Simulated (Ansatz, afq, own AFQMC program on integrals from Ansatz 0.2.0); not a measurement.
## BH, singlet → BH⁺, doublet

```xyz
2

B     0.0000    0.0000    0.0000
H     0.0000    0.0000    1.2410
```

E(doublet, charge +1) − E(singlet, charge +0) at this geometry, on RHF and UHF determinants.

Basis cc-pVTZ. Only valence electrons are correlated. Integrals, coupled cluster, full CI and functionals: Ansatz 0.2.0; the random walks run on the same integrals in our own AFQMC program. The CISD trial takes its coefficients from CCSD amplitudes. Released means that phaseless walkers are propagated on without the constraint, phases kept. Free projection: walkers drawn from exp(T), propagated without any constraint. Its projection time is finite, and what remains of the start isn't in its error. ± is one standard error of the sampling. The errors of all members are added in quadrature.

Full CI on the same integrals is exact in this basis and with this determinant's frozen core.

The best estimate is CCSD(T) at the basis-set limit (CBS: def2-TZVPP and def2-QZVPP, with their diffuse functions for anions and beside diffuse sets, CCSD(T) itself extrapolated) plus the step from CCSD(T) to full CI in cc-pVTZ. Rows without CBS are in cc-pVTZ; B2PLYP and the wave-function rows carry a basis error of their own. Core correlation and relativity beyond core potentials are missing, and ± holds the sampling alone.

Cautions: BH (singlet): restricted determinant unstable towards unrestricted (UHF 176 meV lower, ⟨S²⟩ 0.48).

Task: Estimate: order these levels by their error in the vertical ionization energy against the best estimate, smallest first.
A. MP2/CBS
B. CCSD(T)/CBS
C. MP2
D. HF/CBS

Result: B (0.006 eV), A (0.319 eV), C (0.410 eV), D (1.369 eV).

Best estimate: 9.804 eV.

Best estimates are given only where the step beyond CCSD(T) is under 0.3 eV and no member's determinant is very poor (T1 over 0.05, or 0.07 for open shells, ⟨S²⟩ too high by 0.3, two states mixed), so the hardest cases are missing from such tables.

Each member of a difference takes its own highest rung, so a best estimate needn't equal the limit plus the step of one row. A walk keeps the symmetry of its determinant, which the program's search chose and which needn't be the lowest solution, so a lower state of the same spin and another symmetry isn't excluded.
